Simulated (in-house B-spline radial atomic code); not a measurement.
Values are calculated unless marked as measured or tabulated.
**S ion on Si atom: potential, deflection and energy transfer**

The pair potential comes from two frozen, spherical free-atom densities (PBE, B-spline radial code, scalar-relativistic past argon): electrostatics plus the change in Thomas-Fermi kinetic and Dirac exchange energy where they overlap, the recipe behind the universal ZBL potential, which averages such potentials (from solid-state densities) over many pairs. It is written V = (Z1 Z2 e²/r) φ(r/a), with e² = 14.3996 eV·Å and a = 0.46850 Å/(Z1^0.23 + Z2^0.23); ZBL's fit is φ = 0.18175 e^(−3.1998x) + 0.50986 e^(−0.94229x) + 0.28022 e^(−0.4029x) + 0.02817 e^(−0.20162x). Where φ falls below 4e-4 it is continued as an exponential.

Masses 32.06 and 28.09 u.

| x = r/a | φ, this pair | φ, ZBL |
| --- | --- | --- |
| 0.1 | 0.9029 | 0.8928 |
| 0.5 | 0.6401 | 0.6096 |
| 1.5 | 0.326 | 0.2995 |
| 3 | 0.1442 | 0.1292 |
| 5 | 0.05902 | 0.05224 |
| 8 | 0.02079 | 0.01705 |
| 12 | 0.004911 | 0.00474 |
| 17 | 0.0009612 | 0.001212 |

(1) At x = 6.5 the electrostatic, kinetic and exchange parts are 5.75, 154.47 and -24.72 eV. Find r, V and φ.

(2) The ion comes in at 5.495 keV with impact parameter 0.0629 Å. The scattering integral gives a centre-of-mass angle of 141.4° and a closest approach of 2.239 a. What are the reduced energy, the energy passed on and the laboratory angles?

## Answers

(1) a = 0.46850/(1.8921 + 1.8349) = 0.12570 Å, so r = 0.81708 Å. V = 5.75 + 154.47 + (-24.72) = 135.50 eV. The bare repulsion is 16 × 14 × 14.3996/0.81708 = 3947.6 eV, so φ = 0.0343, +17.8 % against ZBL's 0.0291. The kinetic (Pauli) term is 114 % of V here, as the other two terms together attract.

(2) ε = E a M2/(Z1 Z2 e² (M1 + M2)) = 5495 × 1.8200e-05 = 0.1. The most that one collision can pass on is γE with γ = 4 M1 M2/(M1 + M2)² = 0.9956. Here T = γE sin²(θ/2) = 0.9956 × 5495 × 0.8908 = 4873 eV. The ion turns by arctan(sin θ/(cos θ + M1/M2)) = 60.0°, and the struck atom leaves at (180° − θ)/2 = 19.3°. The closest approach is 0.281 Å. With ZBL the angle would be 139.86° and T = 4827 eV.
